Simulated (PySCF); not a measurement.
## Bond curve of ClF⁻

Set-up: basis Cl aug-cc-pV(D+d)Z, F aug-cc-pVDZ; no relativity; PySCF 2.14. Energies in eV from Cl⁻ + F in their ground configurations at the same level. State: ²Σ⁺ (doublet), unpaired electrons σ ↑.

All columns are PBE0. A positive dipole points towards F; it is taken about the centre of mass and depends on that origin.

```json
{"R (Å)": "1.929", "E (eV)": "-1.235", "μ (D)": "-0.52", "Mulliken charge on Cl (basis-dependent)": "-0.48", "HOMO (eV)": "-0.41", "LUMO (eV)": "3.55", "Mayer bond order": "0.32", "⟨S²⟩": "0.75"}
{"R (Å)": "2.019", "E (eV)": "-1.419", "μ (D)": "-0.74", "Mulliken charge on Cl (basis-dependent)": "-0.48", "HOMO (eV)": "-0.97", "LUMO (eV)": "3.08", "Mayer bond order": "0.36", "⟨S²⟩": "0.75"}
{"R (Å)": "2.108", "E (eV)": "-1.517", "μ (D)": "-0.91", "Mulliken charge on Cl (basis-dependent)": "-0.48", "HOMO (eV)": "-1.46", "LUMO (eV)": "2.64", "Mayer bond order": "0.38", "⟨S²⟩": "0.75"}
{"R (Å)": "2.176", "E (eV)": "-1.549", "μ (D)": "-1.01", "Mulliken charge on Cl (basis-dependent)": "-0.49", "HOMO (eV)": "-1.78", "LUMO (eV)": "2.33", "Mayer bond order": "0.40", "⟨S²⟩": "0.75"}
{"R (Å)": "2.243", "E (eV)": "-1.556", "μ (D)": "-1.10", "Mulliken charge on Cl (basis-dependent)": "-0.49", "HOMO (eV)": "-2.06", "LUMO (eV)": "2.05", "Mayer bond order": "0.41", "⟨S²⟩": "0.76"}
{"R (Å)": "2.310", "E (eV)": "-1.544", "μ (D)": "-1.17", "Mulliken charge on Cl (basis-dependent)": "-0.49", "HOMO (eV)": "-2.27", "LUMO (eV)": "1.78", "Mayer bond order": "0.42", "⟨S²⟩": "0.76"}
{"R (Å)": "2.400", "E (eV)": "-1.509", "μ (D)": "-1.24", "Mulliken charge on Cl (basis-dependent)": "-0.50", "HOMO (eV)": "-2.38", "LUMO (eV)": "1.46", "Mayer bond order": "0.44", "⟨S²⟩": "0.76"}
{"R (Å)": "2.512", "E (eV)": "-1.446", "μ (D)": "-1.32", "Mulliken charge on Cl (basis-dependent)": "-0.50", "HOMO (eV)": "-2.49", "LUMO (eV)": "1.11", "Mayer bond order": "0.45", "⟨S²⟩": "0.76"}
{"R (Å)": "2.647", "E (eV)": "-1.359", "μ (D)": "-1.38", "Mulliken charge on Cl (basis-dependent)": "-0.51", "HOMO (eV)": "-2.60", "LUMO (eV)": "0.74", "Mayer bond order": "0.46", "⟨S²⟩": "0.76"}
{"R (Å)": "2.826", "E (eV)": "-1.244", "μ (D)": "-1.44", "Mulliken charge on Cl (basis-dependent)": "-0.51", "HOMO (eV)": "-2.49", "LUMO (eV)": "0.33", "Mayer bond order": "0.47", "⟨S²⟩": "0.76"}
```

A fit through these points gives, at Re = 2.231 Å, μ = -1.09 D and dμ/dR = -1.18 D/Å; the reduced mass is 12.31 u.

Problem. How strong is the fundamental in the double-harmonic approximation, I = 42.26·(dμ/dR)²/μred km/mol?

Solution. I = 42.26·(-1.18)²/12.31 = 4.78 km/mol at PBE0.

For an ion De counts to the pair picked by the measured ionisation energies or electron affinities, which need not be the lowest pair at this level. The state was picked by a PBE0 search and need not be the measured ground state.
